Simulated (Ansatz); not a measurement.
**C4H8ClF: ranking of conformers from a Python script**

The task is a ranking of conformers, for C4H8ClF. SMILES: CCCC(F)Cl.

All numbers are computed with Ansatz 0.2.0 through its Python package. Level of theory: MP2/def2-SVP.

### Step 1. The structure

The script builds its own geometries from the SMILES CCCC(F)Cl.

The script holds or builds the structure itself.

### Step 2. The script

The input, conformers_c4h8clf.py:

```python
import ansatz as az
from rdkit import Chem
from rdkit.Chem import AllChem

rd = Chem.AddHs(Chem.MolFromSmiles("CCCC(F)Cl"))
ids = list(AllChem.EmbedMultipleConfs(rd, numConfs=20, randomSeed=763, pruneRmsThresh=0.4))
field = [energy for _, energy in AllChem.MMFFOptimizeMoleculeConfs(rd)]
distinct = {round(e, 2): i for i, e in zip(ids, field)}
chosen = sorted(distinct.items())[:4]
found = []
for force_field, index in chosen:
    molecule = az.Crystal.molecule()
    for atom, xyz in zip(rd.GetAtoms(), rd.GetConformer(index).GetPositions()):
        molecule = molecule.atom(atom.GetSymbol(), xyz.round(5).tolist())
    calc = (
        molecule.calculation()
        .basis(gaussian="def2-SVP")
        .correlation("mp2")
    )
    found.append(calc.run(threads=1, pin="off").report["free_energy_ev"])
print("conformer   MMFF (kcal/mol)   this level (kcal/mol)")
for (force_field, index), e in zip(chosen, found):
    print(f"{index:9d} {force_field - chosen[0][0]:17.2f} {23.060548 * (e - min(found)):17.3f}")
```

### Step 3. The input behind the calls

The engine receives this input (first run):

```yaml
crystal:
  periodic: [false, false, false]
  atoms:
    - { symbol: C, position_ang: [-1.93989, 0.21757, -0.25397] }
    - { symbol: C, position_ang: [-0.64715, -0.18811, 0.43607] }
    - { symbol: C, position_ang: [0.57502, 0.14959, -0.4199] }
    - { symbol: C, position_ang: [1.86508, -0.26283, 0.27557] }
    - { symbol: F, position_ang: [1.99156, 0.43631, 1.4345] }
    - { symbol: Cl, position_ang: [3.26979, 0.08343, -0.75513] }
    - { symbol: H, position_ang: [-2.79995, -0.03336, 0.37471] }
    - { symbol: H, position_ang: [-1.96134, 1.29531, -0.44464] }
    - { symbol: H, position_ang: [-2.05449, -0.30321, -1.20999] }
    - { symbol: H, position_ang: [-0.67169, -1.26479, 0.64079] }
    - { symbol: H, position_ang: [-0.58031, 0.32455, 1.40267] }
    - { symbol: H, position_ang: [0.5873, 1.2305, -0.60701] }
    - { symbol: H, position_ang: [0.49247, -0.35511, -1.39012] }
    - { symbol: H, position_ang: [1.8736, -1.32985, 0.51642] }
basis:
  gaussian:
    orbitals: def2-SVP
correlation:
  method: mp2
```

### Step 4. Launch

Started as:

```console
$ python conformers_c4h8clf.py
```

Without the output at hand: what should come out? Wanted: lowest; next above it by.

The runs gave:

| quantity | value |
| --- | --- |
| runs compared | 4 |
| lowest | run 3 |
| next above it by | 0.012 eV |

The structures are force-field minima, not relaxed at this level. Of those tried, run 3 is lowest; run 2 lies 0.012 eV above it, too close to rank at these settings. The conformers keep their force-field geometries.
